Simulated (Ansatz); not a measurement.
# TA phonon frequency at L of rock-salt SrO at several levels of theory

No measured value is used here.

```json
[
 {"level (code)": "LDA (Ansatz)", "value (cm⁻¹)": "…", "cell (Å³/atom)": "16.23"},
 {"level (code)": "PBE (Ansatz)", "value (cm⁻¹)": "…", "cell (Å³/atom)": "17.52"},
 {"level (code)": "r²SCAN (Ansatz)", "value (cm⁻¹)": "107", "cell (Å³/atom)": "17.17"},
 {"level (code)": "B3LYP (VWN-RPA form) (Ansatz)", "value (cm⁻¹)": "101", "cell (Å³/atom)": "17.58"},
 {"level (code)": "HSE06 (Ansatz)", "value (cm⁻¹)": "104", "cell (Å³/atom)": "17.11"},
 {"level (code)": "LC-ωPBE (Ansatz)", "value (cm⁻¹)": "110", "cell (Å³/atom)": "17.10"},
 {"level (code)": "PBE0 (Ansatz)", "value (cm⁻¹)": "…", "cell (Å³/atom)": "17.10"},
 {"level (code)": "r²SCAN0 (Ansatz)", "value (cm⁻¹)": "110", "cell (Å³/atom)": "16.94"},
 {"level (code)": "r²SCANh (Ansatz)", "value (cm⁻¹)": "108", "cell (Å³/atom)": "17.08"},
 {"level (code)": "Hartree–Fock (Ansatz)", "value (cm⁻¹)": "107", "cell (Å³/atom)": "17.80"}
]
```

What belongs in the gaps?


- LDA (Ansatz, an electronic-structure program), value (cm⁻¹): 111
- PBE (Ansatz), value (cm⁻¹): 99
- PBE0 (Ansatz), value (cm⁻¹): 105

Each level is taken at its own relaxed cell. Cutoffs differ between the levels. Ansatz's density-functional and Hartree–Fock values are scalar-relativistic unless marked +SOC, with PAW data made under PBE.
